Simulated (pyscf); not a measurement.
A first-order saddle from PySCF, ωB97X-D3(BJ)/def2-SVP:

```
P
H 1 1.4126
H 1 1.4264 2 99.86
H 1 1.5502 2 104.03 3 140.70
O 4 1.5026 1 112.61 2 85.59
P 5 1.5708 4 94.58 1 22.60
H 6 1.4560 5 106.38 4 70.00
```
Charge 0, spin multiplicity 1.

Surface: singlet, charge 0. Lowest wavenumbers (cm⁻¹): 1418i, 227, 305, 485, 508.

**Question.** What reaction is this the transition state of?

**Answer.** O=PH + PH₃ <-> HO–PH–PH₂, an addition across a multiple bond or ene-type step read from left to right: H–P broken and H–O, P–P formed. At CCSD(T)/def2-TZVPP + ΔMP2(QZVPP) it lies +67.4 kJ/mol from the left side and +196.9 kJ/mol from the right (each side as separated species at their lowest minima found). On the reactant side the descent ends in a bound adduct, 35.9 kJ/mol under the separated species and 83.9 kJ/mol under the saddle at ωB97X-D3(BJ)/def2-TZVP. At ωB97X-D3(BJ) the barrier from the zero used here is 48.1 kJ/mol. This is the saddle that the search found; another between the same sides may lie lower. The CCSD(T) − MP2 part came from Ansatz, without density fitting, on the same reference.
